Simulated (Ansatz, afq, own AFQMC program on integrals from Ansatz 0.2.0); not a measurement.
# BH₃⁺, doublet in cc-pVDZ along one coordinate

```tsv
atom	x (Å)	y (Å)	z (Å)
B	0.0000	0.0000	0.0681
H	0.0000	0.7178	-0.9866
H	0.0000	0.0000	1.2424
H	0.0000	-0.7178	-0.9866
```

The B1–H2 distance is changed with both sides rigid. Energies in kJ/mol count from this geometry (1.276 Å) at the same level; the start stands on UHF, each point on the determinant named.

Basis cc-pVDZ. Noble-gas cores (and the filled d shells of Ga–Kr and In–Xe) are frozen. Ansatz 0.2.0 and our own AFQMC program on the same integrals; the CISD trial comes from CCSD amplitudes, and released means the phaseless constraint is let go. Uncertainties: one standard error, sampling alone.

Cautions, each for one point or more: the ph-AFQMC/CISD walk drifts between its halves.

```tsv
r(B1–H2) / Å	det.	T1	weight	⟨S²⟩	CCSD(T)	ph-AFQMC/CISD	released AFQMC	FCI	CCSDT(Q)	MP2	B3LYP
1.134	UHF	0.010	0.95	0.76	22.8	22.8 ± 0.3	22.8 ± 0.2	22.9	22.9	21.4	22.7
1.378	UHF	0.011	0.95	0.76	4.8	4.6 ± 0.3	4.5 ± 0.3	4.7	4.7	5.9	4.3
1.780	UHF	0.022	0.94	0.77	65.5	65.4 ± 0.3	64.9 ± 0.3	65.1	65.2	67.4	64.0
2.312	UHF	0.013	0.95	0.75	102.3	102.4 ± 0.3	101.8 ± 0.3	102.4	102.4	97.0	110.7
3.415	UHF	0.008	0.96	0.75	109.9	110.0 ± 0.3	109.8 ± 0.3	110.3	110.3	102.6	138.6
```

Weight is that of the determinant in the CISD state; at the start T1 is 0.009 and the weight 0.95, and ⟨S²⟩ is 0.76. Symmetry can't show for every point that it stays on the start's state. Largest departures from full CI: CCSD(T) -0.3 kJ/mol at 3.415 (on UHF), ph-AFQMC/CISD 0.2 kJ/mol at 1.780 (on UHF) (within the noise), released AFQMC -0.6 kJ/mol at 2.312 (on UHF), CCSDT(Q) 0.0 kJ/mol at 1.780 (on UHF), MP2 -7.7 kJ/mol at 3.415 (on UHF). The functionals aren't scored here. In this small basis the wave-function levels are far from their limit, so their gap to the functionals isn't the functionals' error.

Some points may be missing: those where a free walk finds a much lower state, and past Zn most of those on another determinant than at the start.

CCSDT and higher add their correlation energy to the determinant of the CCSD(T) run, since their own runs factorise the integrals more tightly (a shift of under 2 meV). A walk keeps the symmetry of its determinant, which the program's search chose and which needn't be the lowest solution, so a lower state of the same spin and another symmetry isn't excluded. Released energies are given only where the last usable release times agree within the noise; a slower fall can still hide under it.
